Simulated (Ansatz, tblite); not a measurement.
# The cluster B4H+: one state, many levels

One table from this session's results is given with a row withheld; the runs are named, their logs left out.

Program: Ansatz 0.2.0, Gaussian basis. Level of theory: as each input shows. These are calculated values, not measurements.

Levels to be run: GFN1-xTB, GFN2-xTB, PBE-D4/def2-TZVP, r2SCAN-D4/def2-TZVP, r2SCAN0-D4/def2-TZVP, B97M-V/def2-TZVP, r2SCANh-D4/def2-TZVP, CAM-B3LYP-D4/def2-TZVP, ωB97X-V/def2-TZVP, PBE+5HF/def2-TZVP, PBE+10HF/def2-TZVP, PBE+15HF/def2-TZVP, PBE+35HF/def2-TZVP, PBE+50HF/def2-TZVP, PBE-D4/def2-SVP, PBE0-D4/def2-SVP, CCSD(T)/def2-TZVPP, MP2/def2-TZVP, RPA/def2-TZVP.

1 further run of the same task is left out (set aside as unsound or not needed).

## The structure

The geometry is that of the singlet, from an earlier relaxation (r2SCAN-D4/def2-TZVP). At that level it is the lowest of the isomers that a small search found.

5 atoms, charge 1, spin multiplicity 1.

Bond lengths: B1–B2 1.548 Å, B1–B4 1.548 Å, B2–B3 1.604 Å, B3–B4 1.604 Å, B3–H5 1.189 Å. Angles: B2–B1–B4 73.7°, B1–B2–B3 107.8°, B2–B3–B4 70.8°, B2–B3–H5 144.7°, B4–B3–H5 144.6°, B1–B4–B3 107.8°.

The ion is computed in the gas phase, without counter-ions or solvent.

PBE0-D4/def2-TZVP was run before; its log isn't repeated, and its numbers join the tables.

The first run:

Tight binding, by tblite at 300 K electronic temperature and without a spin-polarisation term:

```python
tblite.interface.Calculator('GFN1-xTB', numbers, positions, charge=1, uhf=0).singlepoint()
```

Tight binding, by tblite at 300 K electronic temperature and without a spin-polarisation term:

```python
tblite.interface.Calculator('GFN2-xTB', numbers, positions, charge=1, uhf=0).singlepoint()
```

start.molden holds the orbitals of an earlier run on this state, given as this run's starting guess.

Input file in.yaml:

```yaml
crystal:
  periodic: [false, false, false]
  atoms:
    - {symbol: B, position_ang: [-0.718624, -0.393072, 1.548709]}
    - {symbol: B, position_ang: [0.498376, -0.686013, 0.637563]}
    - {symbol: B, position_ang: [0.326219, 0.178118, -0.702245]}
    - {symbol: B, position_ang: [-0.919265, 0.455468, 0.269444]}
    - {symbol: H, position_ang: [0.813304, 0.445499, -1.753471]}
basis:
  gaussian: {orbitals: def2-TZVP, initial_orbitals: start.molden}
total_charge: 1
hamiltonian: {xc: pbe, dispersion: d4}
scf: {omitted_lower_state_checks: [starts]}
output: {orbitals: {seedname: orbitals}}
```

Run with:

```bash
ansatz run in.yaml --threads 4 --pin off --events-out ev --progress --plain --max-ram 3916MiB
```

Steps of the session up to this table: PBE-D4/def2-TZVP; r2SCAN-D4/def2-TZVP; r2SCAN0-D4/def2-TZVP; B97M-V/def2-TZVP; r2SCANh-D4/def2-TZVP; CAM-B3LYP-D4/def2-TZVP; ωB97X-V/def2-TZVP; PBE+5HF/def2-TZVP; PBE+10HF/def2-TZVP; PBE+15HF/def2-TZVP; PBE+35HF/def2-TZVP; PBE+50HF/def2-TZVP; PBE-D4/def2-SVP; PBE0-D4/def2-SVP; CCSD(T)/def2-TZVPP; MP2/def2-TZVP; RPA/def2-TZVP.

One table of the session follows, with a row left open; its other results are not shown here.

```
                 level  HOMO (eV)  LUMO (eV)  gap (eV)
       PBE-D4/def2-SVP     -13.25     -12.23      1.03
      PBE-D4/def2-TZVP     -13.20     -12.19      1.01
   r2SCAN-D4/def2-TZVP     -13.37     -11.96      1.42
      B97M-V/def2-TZVP     -13.37     -11.82      1.55
  r2SCANh-D4/def2-TZVP     -13.81     -11.61      2.20
      PBE0-D4/def2-SVP     -14.43     -11.29      3.14
     PBE0-D4/def2-TZVP     -14.37     -11.24      3.13
  r2SCAN0-D4/def2-TZVP          ?          ?         ?
CAM-B3LYP-D4/def2-TZVP     -15.74     -10.10      5.64
     ωB97X-V/def2-TZVP     -16.72      -8.99      7.73
     PBE+5HF/def2-TZVP     -13.43     -12.01      1.43
    PBE+10HF/def2-TZVP     -13.67     -11.82      1.85
    PBE+15HF/def2-TZVP     -13.90     -11.63      2.27
    PBE+35HF/def2-TZVP     -14.84     -10.84      4.00
    PBE+50HF/def2-TZVP     -15.52     -10.24      5.28
```

Estimate the missing values for r2SCAN0-D4/def2-TZVP.

Worked estimate for «HOMO (eV)». Against the share of exact exchange, r2SCAN-D4/def2-TZVP (0, -13.37), r2SCANh-D4/def2-TZVP (0.1, -13.81) give a slope of -4.40 per unit share; at 0.25 the line stands at -14.47.

The run gave: HOMO (eV): -14.47; LUMO (eV): -11.10; gap (eV): 3.37. In «HOMO (eV)» the line misses by 0.00.
